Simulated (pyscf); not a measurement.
`[CH]#[CH]` + `[OH2]` -> `[CH]#[CH]` + `[OH2]` (four-centre exchange; singlet surface; C–H, H–O broken, C–H, H–O formed). PySCF, gas phase, ωB97X-D3(BJ)/def2-SVP geometries. Correlated levels are frozen-core, on RHF or UHF. ΔMP2 is the change of the MP2 total energy from the triple- to the quadruple-zeta basis. Energies in kcal/mol from the separated reactants.

```
level                             barrier  reaction energy
--------------------------------  -------  ---------------
ωB97X-D3(BJ)/def2-TZVP               59.9              0.0
PBE/def2-TZVP                        51.4              0.0
B3LYP-D3(BJ)/def2-TZVP               58.0              0.0
M06-2X/def2-TZVP                     58.8              0.0
HF/def2-TZVP                          [?]              0.0
MP2/def2-QZVPP                       60.2              0.0
CCSD(T)/def2-TZVPP + ΔMP2(QZVPP)      [?]              0.0
```

Problem. What belongs in the gaps?

Solution. 
- HF/def2-TZVP, barrier: 76.8
- CCSD(T)/def2-TZVPP + ΔMP2(QZVPP), barrier: 61.8

Of the functionals in the table, ωB97X-D3(BJ) is closest to CCSD(T)/def2-TZVPP + ΔMP2(QZVPP) in the barrier (1.9 kcal/mol apart) and PBE least close (10.4 kcal/mol); that level has limits of its own. This is the saddle that the search found; another between the same sides may lie lower. The CCSD(T) − MP2 part came from Ansatz, without density fitting, on the same reference.
